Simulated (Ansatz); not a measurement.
Rb₂TeI₆ (P4/mnc, No. 128; cell taken from a computed entry) was calculated with PBE0 (plane waves, PAW; Ansatz, a program for electronic structure).

Settings: plane-wave cutoff 460 eV, 4×4×2 k mesh (along the axes of the cell as run), Fermi–Dirac smearing 0.01 eV, scalar-relativistic PAW data made under PBE.

Cell (relaxed with PBEsol):

Rb$_{2}$I$_{6}$Te has the tetragonal space group P4/mnc (No. 128), Pearson symbol tP18. Cell: a = b = 7.8774 Å, c = 12.1388 Å, α = β = γ = 90.00°. Rb on 4d has 4 I at 3.752 Å and 4 I at 3.940 Å and 4 I at 4.533 Å. Te on 2a is coordinated by 6 I at 2.940–2.943 Å (octahedral). I1 on 4e has 1 Te at 2.943 Å and 4 Rb at 3.940 Å (square pyramidal). I2 on 8h has 1 Te at 2.940 Å and 2 Rb at 3.752 Å and 2 Rb at 4.533 Å. (Neighbours: up to the widest gap in distance over summed covalent radii, below 1.35, at either atom; cation-cation and far metal-metal contacts left out.)

Problem. Give the computed band gap, smallest direct gap on the k points sampled and direct gap at Γ.

Solution. 
- band gap = 2.55 eV (on the SCF k mesh)
- smallest direct gap on the k points sampled = 2.93 eV
- direct gap at Γ = 3.15 eV

Note: cell and atoms aren't relaxed at this level (largest force component 0.13 eV/Å, pressure 0.7 GPa); this cell isn't known to be the ambient phase, and symmetry holds it in the calculation.

Spin–orbit coupling is not included; with these elements it can move the gap by several tenths of an eV or more.

The computed numbers hold no vibrational or temperature effects.
